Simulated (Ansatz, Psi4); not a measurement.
**CH3Cl (chloromethane): from total energies to a heat of formation**

CH3Cl has 5 atoms, charge 0, and is taken as a singlet. As SMILES, `CCl`. The coordinates come from a PBE0-D4/def2-TZVP relaxation.

Total energies at wB97X-V/def2-TZVPP (Psi4 1.11); the atoms run unrestricted:

| species | state | energy (Eh) |
| --- | --- | --- |
| CH3Cl | singlet | -500.057587 |
| C | triplet | -37.846587 |
| Cl | doublet | -460.079365 |
| H | doublet | -0.500494 |

Harmonic wavenumbers at PBE0-D4/def2-TZVP, in cm⁻¹: 756, 1030, 1030, 1378, 1477, 1477, 3084, 3186, 3186.

Measured heats of formation of the gaseous atoms at 298.15 K, in kJ/mol: C 716.9, Cl 121.3, H 218.0. Spin-orbit lowering of the atoms at 298 K (mean of the ground term's levels less their thermal mean, from spectra), in kJ/mol: C 0.02, Cl 3.44. Take 1 Eh = 2625.50 kJ/mol, 1 cm⁻¹ = 0.0119627 kJ/mol, RT = 2.479 kJ/mol.

Question: What heat of formation follows?

Answer: 
1. Electronic atomisation energy: (-37.846587) + (-460.079365) + 3 × (-0.500494) − (-500.057587) = 0.630153 Eh = 1654.5 kJ/mol.
2. Zero-point energy: half the sum of the wavenumbers, 8302 cm⁻¹ = 99.3 kJ/mol.
3. Thermal vibrational enthalpy, Σ hcν̃/(exp(hcν̃/kT) − 1): 0.5 kJ/mol. Translation, rotation and pV of a non-linear molecule: 4 RT = 9.9 kJ/mol.
4. The 5 free atoms carry 5/2 RT each: 31.0 kJ/mol.
5. Spin-orbit coupling lowers the free atoms by 0.02 + 3.44 = 3.5 kJ/mol.
6. Atomisation enthalpy at 298 K: 1654.5 − 3.5 − 99.3 − 0.5 − 9.9 + 31.0 = 1572.3 kJ/mol.
7. Sum of the atoms' heats of formation: 1492.2 kJ/mol. Heat of formation: 1492.2 − 1572.3 = -80.1 kJ/mol.

The tabulated value is -82.6 kJ/mol (Active Thermochemical Tables), so this level is off by +2.5 kJ/mol, or 0.2 % of the atomisation enthalpy that the table implies (1574.8 kJ/mol). Anharmonicity and any spin-orbit splitting of the molecule are left out.
